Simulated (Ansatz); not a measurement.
## Which method gave which barrier?

Saddle point of Si₂H₈, singlet (SiH₄ + SiH₄ → Si₂H₆ ([SiH3][SiH3]) + H₂; bonds formed: Si1–Si7, H2–H6; bonds broken: Si1–H2, H6–Si7), PBE0-D4/def2-TZVP structure:

| atom | x (Å) | y (Å) | z (Å) |
| --- | --- | --- | --- |
| Si1 | -0.1197 | -1.1907 | -0.2252 |
| H2 | 1.5529 | -1.1392 | 0.0985 |
| H3 | -1.5578 | -0.7028 | -0.4084 |
| H4 | 0.2283 | -1.6654 | -1.5907 |
| H5 | -0.2465 | -2.1077 | 0.9388 |
| H6 | 1.0176 | -0.1151 | 0.1724 |
| Si7 | -0.0904 | 1.3958 | 0.2201 |
| H8 | -0.6838 | 1.8003 | -1.0791 |
| H9 | -1.1184 | 1.3961 | 1.2909 |
| H10 | 1.0179 | 2.3286 | 0.5828 |

Program: Ansatz 0.2.0. Basis: def2-TZVPP, with def2-QZVPP for the basis limit. Cores are frozen in the correlated methods. Extrapolation: Hartree–Fock as exp(−7.88 √X), correlation as X^−2.97. Four methods, as single points on the PBE0-D4 structures, gave these electronic barriers from the start structure: 2.765, 2.989, 3.410, 4.205 eV.

(1) The methods were, in alphabetical order, CCSD(T), HF, PBE-D4, r2SCAN-D4. Which gave which? (A judgement: the text doesn't fix the answer.)

The T1 diagnostic stays at or below 0.014. The start structure is not quite a true minimum (one mode of 40i cm⁻¹).

Results:

(1) By the calculation: PBE-D4 2.765; r2SCAN-D4 2.989; CCSD(T) 3.410; HF 4.205 eV. For comparison, CCSD(T) at an estimated basis limit (MP2 extrapolated from triple and quadruple zeta, plus CCSD(T) − MP2 in triple zeta) gives 3.330 eV.

Labels in which every atom is bracketed show which atoms are joined, not bond orders.

For scale, one of the runs: CCSD(T)/def2-TZVPP, 196 basis functions, launched by `ansatz run in.yaml --threads 2 --pin off --events-out ev --progress --plain --max-ram 4352MiB`. The run took 29 s on 2 CPU threads of an Arm Neoverse V2 (shared host), with 2 GiB of host memory at its peak.
